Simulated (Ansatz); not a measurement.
Total energies of `[SiH3][S]` radical.

```
atom   x (Å)   y (Å)   z (Å)
 Si1   0.022  -0.131   0.004
  S2   0.140   1.981  -0.128
  H3   0.814  -0.667   1.140
  H4   0.451  -0.796  -1.253
  H5  -1.427  -0.387   0.237
```

Total charge 0; spin multiplicity 2. All single points use the PBE0-D4/def2-TZVP geometry. Basis def2-TZVPP, Ansatz 0.2.0.

RPA on PBE orbitals: Hartree–Fock energy of these orbitals -688.19574 Eh, correlation -0.53689 Eh (frozen core).

```json
{"functional": "LDA (SPW92)", "energy without D4 (Eh)": "-686.90970", "D4 term (kJ/mol)": "–"}
{"functional": "PBE", "energy without D4 (Eh)": "-689.15156", "D4 term (kJ/mol)": "-7.7"}
{"functional": "revPBE", "energy without D4 (Eh)": "-689.34867", "D4 term (kJ/mol)": "-22.2"}
{"functional": "BLYP", "energy without D4 (Eh)": "-689.47343", "D4 term (kJ/mol)": "-17.1"}
{"functional": "r2SCAN", "energy without D4 (Eh)": "-689.42585", "D4 term (kJ/mol)": "-1.7"}
{"functional": "B97M-V", "energy without D4 (Eh)": "-689.30378", "D4 term (kJ/mol)": "–"}
{"functional": "PBE0", "energy without D4 (Eh)": "-689.21662", "D4 term (kJ/mol)": "-6.4"}
{"functional": "B3LYP", "energy without D4 (Eh)": "-689.52530", "D4 term (kJ/mol)": "-12.7"}
{"functional": "r2SCANh", "energy without D4 (Eh)": "-689.42312", "D4 term (kJ/mol)": "-1.8"}
{"functional": "r2SCAN0", "energy without D4 (Eh)": "-689.41963", "D4 term (kJ/mol)": "-2.0"}
{"functional": "HSE06 (plane-wave form)", "energy without D4 (Eh)": "-689.20226", "D4 term (kJ/mol)": "-6.0"}
{"functional": "BHLYP", "energy without D4 (Eh)": "-689.48392", "D4 term (kJ/mol)": "-10.4"}
{"functional": "CAM-B3LYP", "energy without D4 (Eh)": "-689.49713", "D4 term (kJ/mol)": "-6.5"}
{"functional": "LC-ωPBE", "energy without D4 (Eh)": "-689.27639", "D4 term (kJ/mol)": "–"}
{"functional": "ωB97X-V", "energy without D4 (Eh)": "-689.37268", "D4 term (kJ/mol)": "–"}
{"functional": "ωB97M-V", "energy without D4 (Eh)": "-689.42668", "D4 term (kJ/mol)": "–"}
{"functional": "B2PLYP", "energy without D4 (Eh)": "-689.23026", "D4 term (kJ/mol)": "–"}
{"functional": "PBE-QIDH", "energy without D4 (Eh)": "-689.04441", "D4 term (kJ/mol)": "–"}
```

B3LYP takes the VWN-RPA correlation (the form of Gaussian; ORCA's B3LYP/G). HSE06 is the plane-wave form, built on full-range PBE exchange. The double hybrids freeze the cores in their second-order part.

LC-ωPBE has ω = 0.4 bohr⁻¹.
